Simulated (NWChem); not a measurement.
# water (H2O); SMILES O

All runs: NWChem. Geometry: optimised at PBE0-D3(BJ)/def2-TZVP. Computed dipoles belong to the equilibrium geometry; the measured one is vibrationally averaged.

Measured dipole moment: 1.85 D (NIST CCCBDB, as tabulated in the package chemicals).

```json
[
 {"level": "PBE0/STO-3G", "dipole moment (D)": "1.69", "computed − measured": "-0.16"},
 {"level": "PBE0/def2-SVP", "dipole moment (D)": "2.00", "computed − measured": "+0.15"},
 {"level": "PBE0/def2-SVPD", "dipole moment (D)": "1.89", "computed − measured": "+0.04"},
 {"level": "PBE0/def2-TZVP", "dipole moment (D)": "2.07", "computed − measured": "+0.22"},
 {"level": "PBE0/def2-TZVPD", "dipole moment (D)": "1.85", "computed − measured": "0.00"},
 {"level": "PBE0/def2-TZVPP", "dipole moment (D)": "1.94", "computed − measured": "+0.09"},
 {"level": "PBE0/def2-QZVP", "dipole moment (D)": "1.91", "computed − measured": "+0.06"}
]
```
